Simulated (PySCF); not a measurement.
A structure optimised at PBE-D3(BJ)/def2-SVP, used in a PySCF frequency run:

```
N
H 1 1.0183
C 1 1.3773 2 124.93
C 1 1.3773 2 124.93 3 180.00
C 3 1.3910 1 107.58 2 180.00
C 4 1.3910 1 107.58 2 180.00
H 4 1.0952 1 121.28 2 0.00
H 3 1.0952 1 121.28 2 0.00
H 6 1.0958 4 125.72 7 0.00
H 5 1.0958 3 125.72 8 0.00
```

Q: Write its SMILES, formula and point group.

A: c1cc[nH]c1, C4H5N, C2v

Q: What are its rotational constants (standard atomic weights)?

A: 9.0483, 8.8766, 4.4808 GHz
